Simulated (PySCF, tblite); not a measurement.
# C3H8, a complex of two parts: NMR shifts, interaction energy, spin-spin couplings and core binding energies

Wanted: the NMR shifts, interaction energy, spin-spin couplings and core binding energies for `C` with `C=C`.

Programs: tblite 0.8.0 and PySCF 2.14.0. All values are calculated, for the isolated system unless a continuum is named. Atoms count from 0, parts from 1.

## 1. Starting point

11 atoms, charge 0, multiplicity 1; geometry: rigid parts in contact. Parts: 1 = atoms 0–4, `C`, charge 0; 2 = atoms 5–10, `C=C`, charge 0.

## 2. Bringing the parts together with GFN2-xTB

What the job is given:

```
{"job": {"kind": "dock", "xc": "GFN2-xTB", "basis": "xTB"}, "charge": 0, "multiplicity": 1, "parts": [{"atoms": "0-4", "charge": 0, "multiplicity": 1}, {"atoms": "5-10", "charge": 0, "multiplicity": 1}]}
C      0.000068    -0.000064    -0.000005
H      0.428440    -0.717653     0.687336
H      0.788363     0.451590    -0.587856
H     -0.519196     0.768347     0.557918
H     -0.697675    -0.502221    -0.657394
C     -2.298343     3.624876     0.931334
C     -1.563699     2.855435     1.706587
H     -1.944949     3.977252    -0.023964
H     -3.289330     3.940722     1.213738
H     -1.917202     2.503334     2.661750
H     -0.573040     2.539370     1.423606
```

Method: GFN2-xTB search for minima from random contacts, gas phase.

Started as:

```console
> OMP_NUM_THREADS=1 python cluster_run.py task.json out
```

This one command runs all jobs of the session in turn.

**Question.** The jobs that follow are: PBE0-D3(BJ)/def2-TZVPD geometry optimisation, gas phase; GIAO PBE0/pcSseg-2 NMR shielding, non-relativistic, gas phase; CCSD(T)/aug-cc-pVDZ and MP2/aug-cc-pVTZ, aug-cc-pVQZ counterpoise interaction energy, frozen core, gas phase; wB97M-D3(BJ)/def2-TZVPD interaction energy, counterpoise and uncorrected, gas phase; PBE0-D3(BJ)/def2-TZVPD interaction energy, counterpoise and uncorrected, gas phase; B3LYP/pcJ-1 indirect spin-spin coupling, non-relativistic, gas phase; delta-SCF UKS SCAN, pcX-2 on the ionised atom, pcseg-1 elsewhere, spin-free X2C. Predict: binding energy (GFN2-xTB); point group; rotational constants (main isotopes); shieldings of C, H (PBE0/pcSseg-2); largest proton shift on binding; interaction energy, CCSD(T) limit estimate; MP2/aug-cc-pVQZ; T1 diagnostic; interaction energy, counterpoise (wB97M-D3(BJ)/def2-TZVPD); superposition error; binding energy (with deformation); largest coupling of the table (B3LYP/pcJ-1); C1s binding energies, SCAN/pcX-2.

As calculated:

| quantity | value |
| --- | --- |
| binding energy (GFN2-xTB) | -0.54 kcal/mol |
| point group | C1 |
| rotational constants (main isotopes) | 24.80, 2.73, 2.57 GHz |
| shieldings of C, H (PBE0/pcSseg-2) | C6 50.1, C5 50.8, C0 191.0, H9 25.6, H10 25.7, H7 25.7, H8 25.7, H3 31.1 ppm and more |
| largest proton shift on binding | H3, +0.22 ppm |
| interaction energy, CCSD(T) limit estimate | -0.51 kcal/mol |
| MP2/aug-cc-pVQZ | -0.52 kcal/mol |
| T1 diagnostic | 0.0088 |
| interaction energy, counterpoise (wB97M-D3(BJ)/def2-TZVPD) | -0.54 kcal/mol |
| superposition error | 0.05 kcal/mol |
| binding energy (with deformation) | -0.54 kcal/mol |
| largest coupling of the table (B3LYP/pcJ-1) | 1J(C,H) C6–H10, 165.1 Hz |
| C1s binding energies, SCAN/pcX-2 | C6 290.68, C5 290.66, C0 290.60 eV |
| range of the interaction energy over the runs of this table | -0.66 to -0.54 kcal/mol |

**Reading.** In the structure that the search hands on, at its xTB geometry, the leading contact, judged by the atoms' radii, is H3···C6 (at van der Waals distance, 3.04 Å). A later relaxation moves these distances. Over 4 steps the energy fell by 0.058 eV; of the close pairs, C0–H1 changed most, 1.054 to 1.090 Å. On binding (GIAO PBE0/pcSseg-2 NMR shielding, non-relativistic, gas phase), H3 moves most among the protons, 0.22 ppm downfield. The estimate adds CCSD(T) less MP2 in the small basis (+0.03 kcal/mol) to extrapolated MP2. Hartree-Fock gives 0.52 against -0.51 kcal/mol, so correlation carries all of the binding. Of the attraction, dispersion 48 %, electrostatic 37 %, orbital 15 %; Pauli repulsion takes back 0.71 kcal/mol. Of the pairs tabulated at B3LYP/pcJ-1, C6–H10 couples most strongly (165.1 Hz; Fermi contact 163.8 Hz). The C1s levels computed lie within 0.07 eV of one another, too close to rank. Binding moves the C1s level of C0 by -0.20 eV. The interaction energy runs from -0.66 (PBE0-D3(BJ)/def2-TZVPD) to -0.54 kcal/mol (wB97M-D3(BJ)/def2-TZVPD).
